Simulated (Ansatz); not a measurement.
Input for Ansatz (development build ahead of 0.2.0):

```yaml
crystal:
  periodic: [false, false, false]
  atoms:
    - { symbol: Na, position_ang: [0.0, 0.0, -1.01023] }
    - { symbol: O, position_ang: [0.0, 0.0, 1.00215] }
    - { symbol: H, position_ang: [0.0, 0.70258, 1.54766] }
    - { symbol: H, position_ang: [0.0, -0.70258, 1.54766] }
basis:
  gaussian: { orbitals: def2-TZVP }
total_charge: 1
hamiltonian:
  xc: hf
correlation:
  method: mp2
  frozen_orbitals: { H: 0, Na: 1, O: 1 }
```

The input is written out in the form of the current development build from the run's settings.

The run gave:

```
Converged                       : yes
Reference energy                : -237.75731 hartree
Correlation energy              : -0.40883 hartree
Total energy                    : -238.16614 hartree
Spin squared of the determinant : 0.000
```
